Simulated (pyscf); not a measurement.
H₃C–Al(CH₃)–NH₂ + H• -> CH₄ + [H₃C–Al–NH₂]•, a substitution at C (doublet surface; Al–C broken, C–H formed). Single points on ωB97X-D3(BJ)/def2-SVP structures (PySCF, gas phase). Energies in eV from the separated reactants.

Small-basis levels: PySCF, no dispersion term, spherical d functions. AM1 to PM7: differences of heats of formation from MOPAC, which are fitted to 298 K values and so differ in kind from electronic energies by zero-point and thermal terms. GFN2-xTB: tblite. Open shells are spin-unrestricted. 

```csv
level,barrier,reaction energy
HF/STO-3G,2.78,-0.33
HF/6-31G*,1.80,-1.12
SVWN5/6-31G*,0.31,-1.25
PBE/6-31G*,0.63,-1.27
B3LYP/STO-3G,1.61,-0.57
M06-2X/6-31G*,1.02,-1.18
B3LYP/6-311+G**,0.82,-1.31
PBE/def2-SVP,0.64,-1.12
B3LYP/def2-SVP,0.84,-1.21
GFN2-xTB,1.13,-0.80
AM1,0.57,-1.08
PM3,-0.65,-2.58
ωB97M-D3(BJ)/def2-TZVP,1.07,-1.00
```

Against the last row the barrier runs from -1.72 (PM3) to +1.71 eV (HF/STO-3G). At PM3 this geometry lies under one side, so the entry may be no barrier of that level: it is a single point on another level's saddle. ωB97M-D3(BJ)/def2-TZVP has limits of its own. The same reactants have a lower exit, to [H₃C–Al(CH₃)–NH]• + H₂ (barrier +0.82 eV at ωB97M-D3(BJ)/def2-TZVP, against +1.07 eV here). This is the saddle that the search found; another between the same sides may lie lower. The angle at the attacked C is 162°.
